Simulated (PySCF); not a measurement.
**Worked example for ethyl fluoride: deprotonation at atom C2**

Structure: `CCF` (C2H5F). Coordinates in Å; atoms count from 1 in this order:
```
C     0.7656    0.0816    0.0553
C    -0.7230   -0.1302   -0.0294
F    -1.3157    0.8920   -0.7520
H     1.2289   -0.7313    0.6361
H     1.2203    0.0905   -0.9463
H     0.9991    1.0348    0.5523
H    -1.1884   -0.1404    0.9706
H    -0.9693   -1.0788   -0.5355
```

Level of theory: ωB97X-D3(BJ)/ma-def2-TZVP single points in PySCF, grid level 2; every species was optimised with PBE0-D3(BJ)/ma-def2-SVP. The prefix ma- adds one diffuse s and one diffuse p function on all atoms but H. ωB97X-D3(BJ) is ωB97X-V with D3(BJ) in place of VV10. Thermal corrections: PBE0-D3(BJ)/ma-def2-SVP frequencies, unscaled, ideal gas at 298.15 K and 1 bar, quasi-RRHO entropy.

Step: `CCF` → `C[CH-]F` + H⁺.

```tsv
species	charge	multiplicity	E / Eh
CCF	0	1	-179.189787
C[CH-]F	-1	1	-178.517737
```

Thermal terms, products less reactant: Δ(H − E) = -37.05 kJ/mol, Δ(G − E) = -69.49 kJ/mol (the bare proton has no electronic energy, H = 5/2 RT). 1 Eh = 2625.50 kJ/mol.

Problem. What are ΔE, ΔH and ΔG of this step?

Solution. ΔE = 0.672050 Eh = 1764.47 kJ/mol; ΔH = 1727.4 kJ/mol; ΔG = 1695.0 kJ/mol, all in the gas phase at 298.15 K and 1 bar. The digits show the arithmetic; the method itself can be off by 10 kJ/mol or more.

Caveats: C1 is not listed: the run failed or kept an imaginary mode, or the ion rearranged or equalled another.
